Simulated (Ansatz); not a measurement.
A made-up structure of CH₂BF, singlet:

```xyz
5
angstrom
B -0.7909 -0.2048 -0.3084
C 0.4712 0.1254 0.1832
F 0.0744 -1.3402 -0.1194
H -1.8659 -0.3792 -0.7443
H 0.7983 1.1651 0.1574
```

It is relaxed with PBE-D4/def2-SVP and then PBE0-D4/def2-TZVP (Ansatz 0.2.0). Atoms count as bonded within 1.22 times the sum of their covalent radii (H–H: 0.88 Å). The end point is not checked to be a true minimum.

Task: Does its bonding change? (Judge from chemistry; the calculation decides.)

Result: The calculation gives: Yes. Formed: C2–H4; broken: B1–H4, C2–F3.

Where it ends: The first stage lowers the energy by 5.59 eV in 21 steps. It ends as CH₂BF ([CH2][B][F]):
| atom | x (Å) | y (Å) | z (Å) |
| --- | --- | --- | --- |
| B1 | -0.1981 | -0.9191 | -0.2304 |
| C2 | -0.3087 | 0.4499 | -0.1194 |
| F3 | -0.0963 | -2.1923 | -0.3342 |
| H4 | -1.2528 | 0.9567 | -0.2762 |
| H5 | 0.5430 | 1.0710 | 0.1287 |

Labels in which every atom is bracketed show which atoms are joined, not bond orders.

For scale, one of the runs: PBE0-D4/def2-TZVP relaxation, 105 basis functions, launched by `ansatz run in.yaml --threads 2 --pin off --events-out ev --progress --plain --max-ram 4352MiB`. The run took about 7 s on 2 CPU threads of an Arm Neoverse V1 (shared host).
